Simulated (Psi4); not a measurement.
# Si2H4O (SMILES [SiH]O[SiH3]): PBE/6-311+G(d,p)

What is the vertical ionisation energy of Si2H4O at PBE/6-311+G**? 

The calculation is run with Psi4 1.11.

1 further run of the same task is left out (set aside as unsound or not needed).

## Step 1: The molecule

The species is Si2H4O (7 atoms), meant as a singlet with charge 0. As SMILES, `[SiH]O[SiH3]`. The shape is that of a PBE0-D4/def2-TZVP optimisation. This is one conformer, not always the lowest.

Bond lengths: Si1–O2 1.645 Å, O2–Si3 1.652 Å, Si1–H4 1.549 Å, Si3–H5 1.486 Å, Si3–H6 1.483 Å, Si3–H7 1.483 Å. Angles: Si1–O2–Si3 142.3°, O2–Si1–H4 97.6°, O2–Si3–H5 109.8°, O2–Si3–H6 108.5°, O2–Si3–H7 108.5°, H5–Si3–H6 110.1°, H5–Si3–H7 110.1°, H6–Si3–H7 109.7°.

## Step 2: Energy and gradient at PBE/6-311+G(d,p)

File h4osi2.xyz:

```xyz
7
H4OSi2
Si    -1.691900    -1.472900    -0.230200
O     -0.369000    -0.805400     0.485100
Si     0.731600     0.414800     0.316400
H     -1.779300    -0.509900    -1.440500
H      0.446600     1.182300    -0.923400
H      0.635100     1.303800     1.499700
H      2.088200    -0.180800     0.247100
```

File run.py:

```python
import psi4

psi4.set_memory('1600 MB')
psi4.set_num_threads(1)
psi4.set_output_file('psi4.out', False)

with open('h4osi2.xyz') as f:
    atoms = ''.join(f.readlines()[2:])
molecule = psi4.geometry('0 1\n' + atoms + 'symmetry c1\nno_reorient\nno_com')

options = {'basis': '6-311+G**', 'puream': True, 'e_convergence': 1e-09, 'd_convergence': 1e-08, 'scf_type': 'pk', 'dft_radial_points': 99, 'dft_spherical_points': 590}
psi4.set_options(options)

result, w = psi4.gradient('PBE', molecule=molecule, return_wfn=True)
psi4.oeprop(w, 'MAYER_INDICES', 'MULLIKEN_CHARGES', 'LOWDIN_CHARGES')
print('gradient / Eh bohr^-1')
print(result.np.round(6))
print(f'energy = {w.energy():.10f} Eh')
```

On the command line:

```sh
$ python run.py
```

psi4.out:

```text
[...]
  Running in c1 symmetry.
[...]
  Nuclear repulsion =  140.853091692356969
[...]
  Multiplicity = 1
[...]
  Nalpha       = 20
  Nbeta        = 20
[...]
    Number of basis functions: 106
[...]
   @RKS iter   1:  -655.95253007236204   -1.77080e-01   8.92651e-03 ADIIS/DIIS
[...]
   @RKS iter  13:  -656.27256039458439   -1.81899e-12   1.51674e-09 DIIS
[...]
  @RKS Final Energy:  -656.27256039458439
   => Energetics <=
    Nuclear Repulsion Energy =            140.8530916923569691
    One-Electron Energy =               -1188.7025855370825411
    Two-Electron Energy =                 443.1106113416070684
    DFT Exchange-Correlation Energy =     -51.5336778914658495
    Empirical Dispersion Energy =           0.0000000000000000
    VV10 Nonlocal Energy =                  0.0000000000000000
    Total Energy =                       -656.2725603945843886
[...]
 Multipole Moments:
 ------------------------------------------------------------------------------------
     Multipole            Electronic (a.u.)      Nuclear  (a.u.)        Total (a.u.)
 ------------------------------------------------------------------------------------
 L = 1.  Multiply by 2.5417464519 to convert [e a0] to [Debye]
 Dipole X            :         28.5808265          -28.3564743            0.2243522
 Dipole Y            :         37.1107088          -36.7763381            0.3343707
 Dipole Z            :         -8.5812095            8.4480206           -0.1331888
 Magnitude           :                                                    0.4241190
[...]
  -Total Gradient:
     Atom            X                  Y                   Z
    ------   -----------------  -----------------  -----------------
       1        0.016903181703     0.013385790412     0.003552947702
       2       -0.001817651347     0.004906527234    -0.007726735519
       3       -0.012467718316    -0.011586734074    -0.000583914626
       4        0.000002453293    -0.003309250532     0.003837701959
       5        0.001025235543    -0.002404867506     0.004020561752
       6        0.000310489173    -0.002686334155    -0.003422163350
       7       -0.003974569049     0.001695585790     0.000300222409
[...]
  Mulliken Charges: (a.u.)
   Center  Symbol    Alpha    Beta     Spin     Total
       1    SI     6.84951  6.84951  0.00000  0.30097
       2     O     4.20080  4.20080  0.00000 -0.40160
       3    SI     6.73403  6.73403  0.00000  0.53194
       4     H     0.58650  0.58650  0.00000 -0.17300
       5     H     0.54282  0.54282  0.00000 -0.08563
       6     H     0.54320  0.54320  0.00000 -0.08640
       7     H     0.54314  0.54314  0.00000 -0.08629
   Total alpha = 20.00000, Total beta = 20.00000, Total charge = -0.00000
  Lowdin Charges: (a.u.)
[...]
```

On the terminal:

```text
gradient / Eh bohr^-1
[[ 1.6903e-02  1.3386e-02  3.5530e-03]
 [-1.8180e-03  4.9070e-03 -7.7270e-03]
 [-1.2468e-02 -1.1587e-02 -5.8400e-04]
 [ 2.0000e-06 -3.3090e-03  3.8380e-03]
 [ 1.0250e-03 -2.4050e-03  4.0210e-03]
 [ 3.1000e-04 -2.6860e-03 -3.4220e-03]
 [-3.9750e-03  1.6960e-03  3.0000e-04]]
energy = -656.2725603946 Eh
```

Run time: 18 s. Hardware: 1 thread of Intel Xeon 6975P-C (Granite Rapids), shared host; peak memory 0.62 GiB.

## Step 3: The doublet cation at the same level

File job.dat:

```
memory 1600 MB

molecule molecule1 {
  1 2
  Si    -1.691900    -1.472900    -0.230200
  O     -0.369000    -0.805400     0.485100
  Si     0.731600     0.414800     0.316400
  H     -1.779300    -0.509900    -1.440500
  H      0.446600     1.182300    -0.923400
  H      0.635100     1.303800     1.499700
  H      2.088200    -0.180800     0.247100
  symmetry c1
}

set globals {
  reference uks
  puream true
  e_convergence 1e-09
  d_convergence 1e-08
  scf_type pk
  dft_radial_points 99
  dft_spherical_points 590
  maxiter 200
}

e_tot, wfn = gradient('pbe/6-311+G**', return_wfn=True)
oeprop(wfn, 'MULLIKEN_CHARGES', 'QUADRUPOLE', 'LOWDIN_CHARGES', title='PBE')
```

On the command line:

```sh
$ psi4 job.dat job.out -n 1
```

job.out (excerpt; [...] marks lines left out):

```text
[...]
  Running in c1 symmetry.
[...]
  Nuclear repulsion =  140.853091692356998
[...]
  Multiplicity = 2
[...]
  Nalpha       = 20
  Nbeta        = 19
[...]
    Number of basis functions: 106
[...]
   @UKS iter   1:  -655.64868418891569    1.26766e-01   8.57575e-03 ADIIS/DIIS
[...]
   @UKS iter  14:  -655.95122467518956   -2.38742e-12   4.78433e-09 DIIS
[...]
   @S^2 Observed:                7.565782448E-01
[...]
  @UKS Final Energy:  -655.95122467518956
   => Energetics <=
    Nuclear Repulsion Energy =            140.8530916923569976
    One-Electron Energy =               -1179.5324770117445041
    Two-Electron Energy =                 433.9775426661811366
    DFT Exchange-Correlation Energy =     -51.2493820219830454
    Empirical Dispersion Energy =           0.0000000000000000
    VV10 Nonlocal Energy =                  0.0000000000000000
    Total Energy =                       -655.9512246751895646
[...]
  -Total Gradient:
     Atom            X                  Y                   Z
    ------   -----------------  -----------------  -----------------
       1       -0.033052444286    -0.020940272696    -0.012878650913
       2        0.061441384830     0.050289473979     0.010880004071
       3       -0.048291295033    -0.044418322746    -0.002900591790
       4        0.009714295670     0.006179397454     0.003786294383
       5        0.005429669151     0.002380364744     0.003432308951
       6        0.004277038960     0.001327095029    -0.002830947902
       7        0.000462631924     0.005183216953     0.000489775048
[...]
 Multipole Moments:
 ------------------------------------------------------------------------------------
     Multipole            Electronic (a.u.)      Nuclear  (a.u.)        Total (a.u.)
 ------------------------------------------------------------------------------------
[...]
  Mulliken Charges: (a.u.)
   Center  Symbol    Alpha    Beta     Spin     Total
       1    SI     6.90178  6.23740  0.66438  0.86081
       2     O     4.20121  4.17202  0.02919 -0.37323
       3    SI     6.74739  6.73697  0.01042  0.51564
       4     H     0.60965  0.30950  0.30015  0.08085
       5     H     0.53026  0.52749  0.00278 -0.05775
       6     H     0.50491  0.50835 -0.00344 -0.01326
       7     H     0.50480  0.50828 -0.00348 -0.01308
   Total alpha = 20.00000, Total beta = 19.00000, Total charge =  1.00000
  Lowdin Charges: (a.u.)
[...]
```

It took 26 s on 1 thread of Intel Xeon 6975P-C (Granite Rapids), shared host; peak memory 0.63 GiB.

## Step 4: Results

At PBE/6-311+G**:

| quantity | value |
| --- | --- |
| singlet Si2H4O: total energy | -656.27256 Eh |
| singlet Si2H4O: dipole moment | 1.08 D |
| singlet Si2H4O: HOMO energy | -5.50 eV |
| singlet Si2H4O: LUMO energy | -3.15 eV |
| singlet Si2H4O: HOMO–LUMO gap | 2.35 eV |
| singlet Si2H4O: largest force on an atom | 1.124 eV/Å |
| doublet cation: total energy | -655.95122 Eh |
| doublet cation: HOMO energy (highest over α and β) | -12.67 eV |
| doublet cation: LUMO energy (lowest over α and β) | -11.90 eV |
| doublet cation: ⟨S²⟩ | 0.757 |
| doublet cation: largest force on an atom | 4.121 eV/Å |
| vertical ionisation energy (to the doublet cation) | 8.744 eV |

What this shows: The vertical ionisation energy comes to 8.74 eV (844 kJ/mol). The largest force (singlet Si2H4O) is 1.12 eV/Å: the shape isn't a stationary point for this species at this level. The negative HOMO energy of the first species, 5.50 eV, lies 3.25 eV below that difference.
